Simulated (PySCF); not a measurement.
Compound: 2-methyl-2-oxazoline, C₄H₇NO.
Numbering: `[CH3:1][C:2]1=[N:3][CH2:4][CH2:5][O:6]1`

Definitions: NICS(0) = −σiso at the ring centroid; NICS(1) = −σiso and NICS(1)zz = −σzz at ±1 Å along the ring normal z. Level: GIAO PBE0/pcSseg-1 (PySCF, non-relativistic, gas phase) on the PBE0-D3(BJ)/def2-SVP geometry, one conformer.

Ring bond lengths (Å), with Mayer bond orders in brackets: C2–N3 1.269 (1.86), N3–C4 1.453 (1.02), C4–C5 1.544 (1.02), C5–O6 1.428 (0.89), O6–C2 1.356 (1.05).

Task: What do the NICS probes read (ppm)?

Result: 
```csv
ring,type,NICS(0),"NICS(1), two faces","NICS(1)zz, two faces",rms pucker (Å),"centre to ring atoms, mean (Å)"
C2–N3–C4–C5–O6,"5-membered ring with N and O; formal bonds 1 double, 4 single",-5.0,-3.1 / -3.0,-6.1 / -6.0,0.01,1.20
```

Task: What do they say, and how far can they be read as aromaticity?

Result: 
- C2–N3–C4–C5–O6: mean NICS(1)zz -6.0 ppm, shielded. C4, C5 have four or more neighbours; no verdict on aromaticity is drawn.

Task: What is the mean of the two in-plane components of NICS at the first NICS(1) probe listed for ring C2–N3–C4–C5–O6, 1 Å off the ring?

Result: The isotropic value is a third of the trace: (3 × -3.1 − (-6.1))/2 = -1.6 ppm.

Task: Give the inner angles of the rings and the Hirshfeld charges of the ring atoms.

Result: 
- C2–N3–C4–C5–O6: C2 118.2° (+0.146 e), N3 106.7° (-0.219 e), C4 104.8° (-0.035 e), C5 103.6° (+0.005 e), O6 106.5° (-0.127 e); sum 539.9° against 540° for a flat convex ring.

Task: How do the values depend on the level or the medium?

Result: 
```json
{"level": "PBE0/pcSseg-1, gas", "NICS(0), C2–N3–C4–C5–O6": "-5.0", "mean NICS(1)zz, C2–N3–C4–C5–O6": "-6.0"}
{"level": "wB97X-D/pcSseg-2, gas", "NICS(0), C2–N3–C4–C5–O6": "-3.8", "mean NICS(1)zz, C2–N3–C4–C5–O6": "-4.5"}
{"level": "BLYP/pcSseg-1, gas", "NICS(0), C2–N3–C4–C5–O6": "-4.5", "mean NICS(1)zz, C2–N3–C4–C5–O6": "-5.8"}
{"level": "BP86/pcSseg-1, gas", "NICS(0), C2–N3–C4–C5–O6": "-4.8", "mean NICS(1)zz, C2–N3–C4–C5–O6": "-5.9"}
{"level": "HF/pcSseg-1, gas", "NICS(0), C2–N3–C4–C5–O6": "-4.9", "mean NICS(1)zz, C2–N3–C4–C5–O6": "-6.3"}
{"level": "LDA/pcSseg-1, gas", "NICS(0), C2–N3–C4–C5–O6": "-4.8", "mean NICS(1)zz, C2–N3–C4–C5–O6": "-5.8"}
{"level": "OPBE/pcSseg-1, gas", "NICS(0), C2–N3–C4–C5–O6": "-5.1", "mean NICS(1)zz, C2–N3–C4–C5–O6": "-6.0"}
{"level": "PBE/pcSseg-1, gas", "NICS(0), C2–N3–C4–C5–O6": "-4.8", "mean NICS(1)zz, C2–N3–C4–C5–O6": "-5.9"}
```

The geometry is the same throughout.
